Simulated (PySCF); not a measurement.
**Nuclear quadrupole coupling in `C=N[C@H]1CC1=C`**

Compound: C5H7N.
Geometry (PBE0-D3(BJ)/def2-SVP, Å), atoms numbered from 1 in this order:
```xyz
13
C5H7N angstrom
C      2.448    0.039   -0.028
N      1.311   -0.066    0.516
C      0.199   -0.382   -0.294
C     -0.950   -1.155    0.366
C     -1.093    0.252    0.031
C     -1.798    1.370    0.034
H      3.322    0.287    0.591
H      2.623   -0.106   -1.113
H      0.390   -0.605   -1.358
H     -1.456   -1.918   -0.236
H     -0.800   -1.414    1.420
H     -1.376    2.302   -0.353
H     -2.820    1.396    0.422
```

Field gradients from the PBE0/pcSseg-1 density (PySCF, non-relativistic), principal values in atomic units, ordered |Vxx| ≤ |Vyy| ≤ |Vzz|:

```csv
atom,Vxx,Vyy,Vzz
N2,0.3302,0.8214,-1.1516
```

Q: Find the asymmetry η = (Vxx − Vyy)/Vzz and the couplings χ = eQV/h (234.96 MHz × Q in barn × V in au), with Q(14N) = 0.02044 b.

A: 
```json
{"atom": "N2", "environment": "imine nitrogen", "nucleus": "14N", "η": "0.43", "χzz (MHz)": "-5.53", "χxx (MHz)": "1.59", "χyy (MHz)": "3.94"}
```

Q: What is Vzz at N2 in SI units (1 au = 9.71736 × 10²¹ V/m²)?

A: -1.1516 au = -11.191 × 10²¹ V/m².

Q: And the gradient at the other heavy atoms, for which no coupling is worked out here?

A: 
```
atom                      environment  Vzz (au)     η
  C1                     imine carbon     0.330  0.29
  C3     sp3 carbon bound to nitrogen    -0.218  0.83
  C4                   allylic carbon     0.199  0.19
  C5  fully substituted alkene carbon     0.266  0.36
  C6             terminal =CH2 carbon     0.247  0.24
```

Were the hydrogens deuterons (Q(2H) = 0.00286 b), χzz would run from 184 kHz (H8) to 206 kHz (H12 and H13).

One conformer (not necessarily the lowest) at the PBE0-D3(BJ)/def2-SVP geometry, without solvent, vibrations or thermal averaging. The basis is small and wasn't made for field gradients, so the couplings can be 20 % off.
